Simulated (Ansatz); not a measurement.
System: methylsilane, CH6Si, charge 0, multiplicity 1. SMILES: C[SiH3]
Structure (B3LYP-D3(BJ)/def2-TZVP (Ansatz, a first-principles code) minimum search):
```xyz
8

C      0.0034    -0.0064    -1.2421
Si    -0.0017     0.0033     0.6340
H      0.0118    -1.0282    -1.6256
H     -0.8824     0.4951    -1.6359
H      0.8840     0.5079    -1.6311
H     -0.0132     1.3943     1.1492
H     -1.2005    -0.6969     1.1567
H      1.2042    -0.6795     1.1632
```

Wanted: enthalpy of formation at 298 K, in kcal/mol. Conventions: spin-orbit terms left out; non-relativistic; LANL2DZ with its own core potentials from Na on; open shells spin-unrestricted; dispersion terms only where a functional's name holds one. Ab initio and DFT rows: single points at B3LYP-D3(BJ) geometries (Ansatz), with unscaled harmonic terms from B3LYP/6-31G* at its own minima, enthalpies of formation by atomisation with measured atoms.

```tsv
species	coefficient	E at B3LYP/LANL2DZ (Ansatz), Eh	E at PBE0/def2-TZVPD (Ansatz), Eh	H(298 K) - E, kcal/mol
C[SiH3] (CH6Si)	+1	-45.58828	-331.05029	41.77
C atom	-1	-37.85342	-37.80543	-
H atom	-6	-0.49891	-0.50104	-
Si atom	-1	-3.76347	-289.24952	-
```

The atoms take no thermal term, since their enthalpies of formation at 0 K are used: the result is the sum of coefficient times E, plus the molecule's thermal term, plus number times (enthalpy of formation minus H(298) - H(0)) over the atoms. Measured values of the atoms (G2/97 table in ASE), kcal/mol:

```
atom  number  enthalpy of formation of the gas at 0 K  H(298) - H(0) of the element's standard state
----  ------  ---------------------------------------  ---------------------------------------------
C          1                                   169.98                                           0.25
H          6                                    51.63                                           1.01
Si         1                                   106.60                                           0.76
```

Measured values: G2/97 table in ASE (Curtiss et al.), the entry of CH6Si doubted and unchecked; they hold spin-orbit and core effects, anharmonicity.  Value to compare with, the measured value: -7.0 kcal/mol. 1 Eh = 627.5095 kcal/mol.

### Question
Compute it at each level from the table, and compare with the measured value.

### Answer

- B3LYP/LANL2DZ: the sum of coefficient times E is -0.97793 Eh, or -613.66 kcal/mol; the thermal terms add 41.77; the atoms' measured terms add 579.29. Result: 7.4 kcal/mol. Its error against the measured value is 14.4 kcal/mol.
- PBE0/def2-TZVPD: the sum of coefficient times E is -0.98910 Eh, or -620.67 kcal/mol; the thermal terms add 41.77; the atoms' measured terms add 579.29. Result: 0.4 kcal/mol. Its error against the measured value is 7.4 kcal/mol.
